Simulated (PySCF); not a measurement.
chlorine (Cl2), SMILES ClCl. Atoms are numbered in the order given.

```xyz
2

Cl     0.0000     0.0000    -1.0054
Cl     0.0000     0.0000     1.0054
```
Charge 0, spin multiplicity 1.

Geometry: B3LYP-D3(BJ)/def2-TZVPD.

All values below come from SMD-PBE0/6-31G* (PySCF).

Solvation free energies are E(SMD) − E(gas) at the gas-phase geometry, for 1 M in both phases. In vacuum the dipole moment is 0.00 D.

Task: Estimate the solvation free energies in water, dichloromethane, acetone. (An estimate is asked for; the answer gives what the named calculation found.)

Result: 
```csv
solvent,ΔG(solv) (kcal/mol),its non-electrostatic (CDS) part,dipole (D)
water,0.5,0.8,0.00
dichloromethane,-2.3,-2.0,0.00
acetone,-2.1,-1.8,0.00
```
